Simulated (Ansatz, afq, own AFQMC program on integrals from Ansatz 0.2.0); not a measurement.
AFQMC, coupled cluster and functionals along a coordinate of HCl + O, triplet

```xyz
3

Cl    0.0000    0.0000   -1.2963
H     0.0000    0.0000   -0.0175
O     0.0000    0.0000    1.3137
```

A hydrogen atom is moved from one rigid fragment to the other; the Cl1–H2 distance tells how far. The two fragments are held close together, so this isn't a minimum-energy path and the start is a compressed complex. Energies in eV count from this geometry (1.279 Å) at the same level; the start stands on UHF, each point on the determinant named.

Basis cc-pVTZ. Noble-gas cores (and the filled d shells of Ga–Kr and In–Xe) are frozen. Ansatz 0.2.0 and our own AFQMC program on the same integrals; the CISD trial comes from CCSD amplitudes, and released means the phaseless constraint is let go. Error bars are statistical, one sigma.

Cautions, each for one point or more: lower spins were not checked; the search met a lower determinant of the same kind, perhaps of another symmetry; unrestricted determinant slightly spin contaminated.

| r(Cl1–H2) / Å | det. | T1 | weight | ⟨S²⟩ | CCSD | B2PLYP | CCSD(T) |
| --- | --- | --- | --- | --- | --- | --- | --- |
| 1.376 | UHF | 0.021 | 0.87 | 2.04 | 0.069 | -0.012 | 0.043 |
| 1.474 | UHF | 0.020 | 0.87 | 2.06 | 0.096 | -0.035 | 0.056 |
| 1.523 | UHF | 0.016 | 0.87 | 2.06 | 0.058 | -0.070 | 0.023 |
| 1.620 | UHF | 0.015 | 0.88 | 2.03 | -0.033 | -0.108 | -0.043 |

Q: Estimate the curve of CCSDT(Q), counted from the same start.

A: 
| r(Cl1–H2) / Å | det. | T1 | weight | ⟨S²⟩ | CCSDT(Q) | ph-AFQMC/CISD |
| --- | --- | --- | --- | --- | --- | --- |
| 1.376 | UHF | 0.021 | 0.87 | 2.04 | 0.036 | 0.051 ± 0.006 |
| 1.474 | UHF | 0.020 | 0.87 | 2.06 | 0.046 | 0.064 ± 0.005 |
| 1.523 | UHF | 0.016 | 0.87 | 2.06 | 0.014 | 0.041 ± 0.005 |
| 1.620 | UHF | 0.015 | 0.88 | 2.03 | -0.046 | -0.049 ± 0.007 |

Weight is that of the determinant in the CISD state; at the start T1 is 0.017 and the weight 0.88, and ⟨S²⟩ is 2.02. Largest departures from CCSDT(Q), at the points where its series has closed: CCSD(T) 0.010 eV at 1.474 (on UHF), ph-AFQMC/CISD 0.027 eV at 1.523 (on UHF), CCSD 0.049 eV at 1.474 (on UHF), B2PLYP -0.084 eV at 1.523. Functionals count only at points shown to share the start's state and spin. In total energy ph-AFQMC/CISD lies 24 ± 3 meV above CCSDT(Q) at the start, so its agreement along the curve rests in part on cancellation.

CCSDT and higher add their correlation energy to the determinant of the CCSD(T) run, since their own runs factorise the integrals more tightly (a shift of under 2 meV). A walk keeps the symmetry of its determinant, which the program's search chose and which needn't be the lowest solution, so a lower state of the same spin and another symmetry isn't excluded.
